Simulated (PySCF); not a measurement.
He: ionisation energy

He 1s2 (1S) → He+ 1s1 (2S), as a difference of total energies. Calculation: PySCF 2.14, in an even-tempered Gaussian basis (18 s from 0.09 bohr⁻², ratio 2.2; 7 p from 0.17 bohr⁻², ratio 2.4; 4 d from 0.52 bohr⁻², ratio 2.4; 4 f from 0.78 bohr⁻², ratio 2.4; 3 g from 1.2 bohr⁻², ratio 2.4); scalar relativity by spin-free X2C-1e. Correlated levels: nothing frozen; virtual orbitals above 40 to 60 times the deepest correlated orbital energy dropped. The calculations carry no spin-orbit coupling.

| method | ionisation energy (eV) |
| --- | --- |
| UHF | 23.447 |
| LDA | 24.303 |
| PBE | 24.468 |
| PBE0 | 24.448 |
| r2SCAN | 24.621 |
| M06 | 24.781 |
| TPSSh | 24.733 |
| MP2 (all electrons) | 24.445 |
| SCS-MP2 (all electrons) | 24.645 |

Question: How much does correlation contribute at MP2 (all electrons)?

Answer: 24.445 − (23.447) = 0.998 eV, measured against UHF.

For comparison: 24.587 eV (measured; NIST Atomic Spectra Database, ionization energies).
